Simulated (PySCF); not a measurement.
# Gas-phase thermal properties of SiHF2

Method: PySCF energies (xtb for GFN2) plus ideal-gas RRHO corrections (1 bar). 6-31G* has spherical d functions here. Open shells (unrestricted): SiHF2 (multiplicity 2). GFN2 has no spin-polarisation term. B3LYP is the form with VWN-RPA correlation. SiHF2: computed as isolated molecules; such fragments, hydroxides, amides, oligomers or adducts are transient or little studied in the gas. The harmonic model lacks anharmonicity and excited electronic states, which grow with temperature; levels with a mode under 35 cm⁻¹ are left out.

| level | point group | σ | ZPE (kJ/mol) | S°298 (J/mol/K) | Cp298 (J/mol/K) | S°1000 (J/mol/K) | H1000 − H298 (kJ/mol) |
|---|---|---|---|---|---|---|---|
| B3LYP/6-31G* | Cs | 1 | 34.6 | 272.3 | 50.3 | 349.6 | 46.6 |
| GFN2-xTB | Cs | 1 | 32.7 | 276.4 | 55.1 | 356.8 | 48.0 |
| HF/6-31G* | Cs | 1 | 37.9 | 270.5 | 48.3 | 345.7 | 45.4 |
| PBE/def2-SVP | Cs | 1 | 33.0 | 273.6 | 51.7 | 352.2 | 47.2 |
| PBE0/def2-TZVP | Cs | 1 | 34.5 | 272.0 | 50.6 | 349.6 | 46.7 |
σ: rotational symmetry number. Electronic degeneracy used: 2. Frequencies are unscaled.
